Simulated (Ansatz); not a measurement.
# Crystal structures of ytterbium under PBEsol

Computed with Ansatz, DFT, PBEsol, plane waves (420 eV) with PAW, scalar-relativistic. (PAW data from PBE, frozen cores regenerated.)

Each structure is relaxed within its own symmetry, so a high-lying one may be dynamically unstable.

```tsv
structure	ΔE (meV/atom)	V (Å³/atom)	cell	magnetic state
bcc	-14	31.79	a = 3.991 Å	spin not included
fcc	0	32.57	a = 5.069 Å	non-magnetic
hcp	8	32.28	a = 3.568 Å, c = 5.854 Å (c/a = 1.641)	spin not included
dhcp	9	32.53	a = 3.584 Å, c = 11.699 Å (c/a = 3.264)	spin not included
A15	44	33.10	a = 6.421 Å	spin not included
omega (AlB2-type)	65	32.12	a = 5.723 Å, c = 3.397 Å (c/a = 0.594)	spin not included
simple cubic	525	34.32	a = 3.250 Å	spin not included
diamond	1328	72.45	a = 8.338 Å	spin not included
```

ΔE counts from fcc.

PBEsol puts bcc 14 meV/atom below fcc, the structure of the real element at low temperature or room conditions.

Differences under about 8 meV lie within the error of the k-point mesh.
